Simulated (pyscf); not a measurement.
`[CH4]` + `[GaH3]` -> `[CH3][GaH2]` + `[H][H]`, a four-centre exchange (singlet surface; C–H, Ga–H broken, C–Ga, H–H formed). Structures and frequencies: ωB97X-D3(BJ)/def2-SVP in PySCF. Energies in eV from the separated reactants.

Small-basis levels: PySCF, no dispersion term, spherical d functions. AM1 to PM7: differences of heats of formation from MOPAC, which are fitted to 298 K values and so differ in kind from electronic energies by zero-point and thermal terms. GFN2-xTB: tblite. 

```csv
level,barrier,reaction energy
HF/6-31G*+LANL2DZ,2.86,+0.61
MP2/6-31G*+LANL2DZ,2.24,+0.30
BP86/6-31G*+LANL2DZ,1.66,+0.37
B3LYP/STO-3G,1.87,+0.38
B3LYP/3-21G,1.58,+0.02
B3LYP/LANL2DZ,1.92,+0.40
M06-2X/6-31G*+LANL2DZ,1.84,+0.29
PBE/def2-SVP,1.36,+0.41
B3LYP/def2-SVP,1.76,+0.49
GFN2-xTB,1.79,+0.92
AM1,-0.50,-0.04
PM6,1.50,-0.81
ωB97M-D3(BJ)/def2-TZVP,1.74,+0.40
```

Against the last row the barrier runs from -2.24 (AM1) to +1.12 eV (HF/6-31G*+LANL2DZ). At AM1 this geometry lies under one side, so the entry may be no barrier of that level: it is a single point on another level's saddle. ωB97M-D3(BJ)/def2-TZVP has limits of its own. At the saddle there is also a short Ga–H contact that neither side keeps. One saddle was located; it need not be the lowest between these sides. In the def2 sets elements up to Kr have no core potential.
